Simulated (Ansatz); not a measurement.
# PHO₂ (singlet): wave-function methods side by side at a displaced geometry (v2), cc-pVDZ

One table from this session's results is given with a row withheld; the runs are named, their logs left out.

Program: Ansatz 0.2.0, Gaussian basis. Level of theory: cc-pVDZ, core rule «outside noble gas», up to 7 orbitals frozen. These are calculated values, not measurements.

The runs, in order: UHF; CCSD(T) on RHF; BCCD(T) on RHF; CISD; CCSDT(Q) on RHF.

9 further runs of the same task are left out: 4 that didn't finish, 5 set aside as unsound or not needed.

## The geometry

The geometry is a PBE0/def2-TZVP stationary point (not a proven minimum) with its atoms shifted at random (size 0.100 Å).

4 atoms, charge 0, spin multiplicity 1.

Atoms are counted from 1 here; the program's logs count them from 0.

Bond lengths: P1–O2 1.453 Å, P1–O3 1.448 Å, P1–H4 1.485 Å. Angles: O2–P1–O3 134.2°, O2–P1–H4 113.7°, O3–P1–H4 110.8°.

Set-up of the first run:

in.yaml reads:

```yaml
crystal:
  periodic: [false, false, false]
  atoms:
    - {symbol: P, position_ang: [0.063380, -0.251737, -0.004094]}
    - {symbol: O, position_ang: [-0.101494, 0.314593, -1.332054]}
    - {symbol: O, position_ang: [-0.024874, 0.282169, 1.338874]}
    - {symbol: H, position_ang: [0.058235, -1.736824, 0.017534]}
basis:
  gaussian: {orbitals: cc-pVDZ}
magnetization: {spin_polarized: true, initial_magnetization: 0}
hamiltonian: {xc: hf}
output: {orbitals: {seedname: orbitals}}
```

Run with:

```bash
$ ansatz run in.yaml --threads 1 --pin off --events-out ev --progress --plain --max-ram 2393MiB
```

Steps of the session up to this table: UHF; CCSD(T) on RHF; BCCD(T) on RHF; CISD; CCSDT(Q) on RHF.

One table of the session follows, with a row left open; its other results are not shown here.

```
   method  from RCCSDT(Q) (kJ/mol)
      RHF                  +1366.0
     RMP2                    +66.3
     CISD                   +197.9
    RCCSD                    +53.6
 RCCSD(T)                     +8.3
  BCCD(T)                     +7.4
   RCCSDT                        ?
RCCSDT(Q)                        0
```

Q: Estimate the row for RCCSDT from the others.

As computed: from RCCSDT(Q) (kJ/mol): +6.5. In the column «from RCCSDT(Q) (kJ/mol)» it lies between RCCSDT(Q) (0) and BCCD(T) (+7.4).
